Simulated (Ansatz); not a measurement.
Two structures of BNH$_{6}$O, closed shell, reached by relaxing down either side of one saddle point (PBE0-D4/def2-TZVP). Energies are electronic, without zero-point energy. Ansatz 0.2.0; basis: def2-TZVPP and def2-QZVPP; cores frozen in the correlated methods. Extrapolation: Hartree–Fock as exp(−7.88 √X), correlation as X^−2.97. First:

```xyz
9
angstrom
B -1.1047 -0.3205 1.0046
N -0.5309 0.8098 0.4552
H -1.9936 -0.2124 1.8009
H -0.6955 -1.3983 0.6685
H 1.1317 -0.6767 -2.0254
O 1.6350 -0.0721 -1.4739
H 0.2213 0.7646 -0.2204
H -0.8250 1.7420 0.6922
H 2.1616 -0.6363 -0.9017
```

Second:

```json
{"atom": "B1", "x (Å)": "-0.3383", "y (Å)": "-0.6285", "z (Å)": "-0.0754"}
{"atom": "N2", "x (Å)": "-0.0226", "y (Å)": "0.9799", "z (Å)": "0.2917"}
{"atom": "H3", "x (Å)": "-1.4758", "y (Å)": "-0.5694", "z (Å)": "-0.5079"}
{"atom": "H4", "x (Å)": "-0.2487", "y (Å)": "-1.1969", "z (Å)": "1.0005"}
{"atom": "H5", "x (Å)": "-0.0218", "y (Å)": "1.5075", "z (Å)": "-0.5761"}
{"atom": "O6", "x (Å)": "0.6401", "y (Å)": "-0.9820", "z (Å)": "-1.0632"}
{"atom": "H7", "x (Å)": "0.8895", "y (Å)": "1.0879", "z (Å)": "0.7243"}
{"atom": "H8", "x (Å)": "-0.7286", "y (Å)": "1.3668", "z (Å)": "0.9097"}
{"atom": "H9", "x (Å)": "1.3063", "y (Å)": "-1.5652", "z (Å)": "-0.7036"}
```

(1) Which bonds change from the first to the second?

(2) Give the saddle point's structure and its height above each. (Judge from chemistry; the value comes from the calculation.)

No T1 diagnostic of these runs exceeds 0.013.

Results:

(1) BNH₄ ([BH2][NH2]) + H₂O → BH₃O ([BH2][OH]) + NH₃ (still joined by a long B–N bond); bonds formed: B1–O6, N2–H5; bonds broken: H5–O6; bonds weakened to dative contacts: B1–N2.

(2) The calculation gives: 75.4 kJ/mol above the first and 105.6 kJ/mol above the second (CCSD(T) at an estimated basis limit (MP2 extrapolated from triple and quadruple zeta, plus CCSD(T) − MP2 in triple zeta)).
B1  (-0.425, -0.543, 0.180)
N2  (-0.062, 0.961, 0.389)
H3  (-1.571, -0.738, -0.119)
H4  (0.062, -1.272, 1.009)
H5  (0.601, 0.477, -0.703)
O6  (0.476, -0.586, -1.164)
H7  (0.463, 1.201, 1.217)
H8  (-0.799, 1.636, 0.244)
H9  (1.256, -1.137, -1.053)
(Å)

The step is the kind of ligand exchange by which a precursor binds to a hydroxyl group, or is hydrolysed, in atomic layer deposition of oxides.

Labels in which every atom is bracketed show which atoms are joined, not bond orders.

For scale, one of the runs: CCSD(T)/def2-TZVPP, 177 basis functions, launched by `ansatz run in.yaml --threads 2 --pin off --events-out ev --progress --plain --max-ram 4352MiB`. The run took 28 s on 2 CPU threads of an Arm Neoverse V2 (shared host), with 1.7 GiB of host memory at its peak.
